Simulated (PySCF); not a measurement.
The isolated species `N#CC=S` is ionised with Al Kα (hν = 1486.6 eV). Calculated photoelectron kinetic energies of its computed core levels, recoil neglected:

| line | kinetic energy (eV) |
| --- | --- |
| 1 | 1193.58 |
| 2 | 1080.79 |

Theory: PySCF 2.14.0, delta-SCF UKS SCAN, pcX-2 on the ionised atom, pcseg-1 elsewhere, spin-free X2C.

Problem. Which element, shell and site does each line come from? Numbering: `[N:1]#[C:2][CH:3]=[S:4]`.

Solution. Against the vacuum level, binding energy = hν − kinetic energy.

```csv
line,binding energy (eV),level,atoms,environment
1,293.02,C 1s,C2,nitrile carbon
2,405.81,N 1s,N1,nitrile nitrogen
```

Out of reach at this photon energy: S 1s (2478.0 eV).

Problem. Where does line 1 move with hν = 800.0 eV?

Solution. To 800.0 − 293.02 = 506.98 eV; every photoline shifts by the change in photon energy, -686.6 eV.

Problem. Give the binding energy of N 1s of N1 in hartree and in kJ/mol.

Solution. 405.81 eV = 14.9132 Eh = 39155 kJ/mol.

Other core shells, valence and Auger electrons aren't listed. The list is incomplete; no value stands for C 1s of C3 (hole states with ⟨S²⟩ of 1 or more are left out). The unrestricted hole states depart most from a pure doublet (⟨S²⟩ = 0.75; over 0.85 named) for N 1s of N1 (0.91) and C 1s of C2 (0.92), which makes these values less certain. Isolated species at its GFN2-xTB geometry, gas phase.
